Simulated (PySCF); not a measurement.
The electron affinity along the third row

All values are computed (PySCF 2.14, energy differences of UHF-based or UKS calculations, no spin-orbit coupling). Values in eV. The last column holds reference values (measured affinities from photodetachment; the arrow runs from anion to atom). Unmarked ones compare directly (S terms, centres of terms, or small fine structure); those marked * lie between the lowest fine-structure levels and include a spin-orbit shift.

```
                           element               configurations     UHF    LDA  r2SCAN  MP2 (valence)  MP2 (valence and next inner shell)  SCS-MP2 (valence and next inner shell)  reference
Al (def2-TZVPPD, non-relativistic)  [Ne] 3s2 3p2 → [Ne] 3s2 3p1  -0.278  0.212   0.303          0.048                               0.026                                  -0.047    0.433 *
Si (def2-TZVPPD, non-relativistic)  [Ne] 3s2 3p3 → [Ne] 3s2 3p2   0.691  1.326   1.340          1.195                               1.186                                   1.026    1.390 *
 P (def2-TZVPPD, non-relativistic)  [Ne] 3s2 3p4 → [Ne] 3s2 3p3  -0.613  0.637   0.456          0.078                               0.067                                   0.140    0.747 *
Cl (def2-TZVPPD, non-relativistic)          [Ar] → [Ne] 3s2 3p5   2.382  3.938   3.627          3.586                               3.594                                   3.492    3.613 *
```

Q: Fill in the row of S (def2-TZVPPD, non-relativistic) ([Ne] 3s2 3p5 → [Ne] 3s2 3p4).

A: UHF 0.884; LDA 2.396; r2SCAN 2.120; MP2 (valence) 1.884; MP2 (valence and next inner shell) 1.886; SCS-MP2 (valence and next inner shell) 1.878; reference 2.077 * (eV).

The highest occupied level of the anion is positive for Al⁻ at LDA, r2SCAN; Si⁻ at LDA, r2SCAN; P⁻ at LDA, r2SCAN; S⁻ at LDA, r2SCAN; Cl⁻ at LDA, r2SCAN, so there the basis helps to hold the electron.

"Valence" correlates the outer s and p shells and, in groups 3 to 12 and the f block, the outer d or f shell, open or full, or the next shell where the ion has no valence electron left; the wider scheme adds the next inner shell.
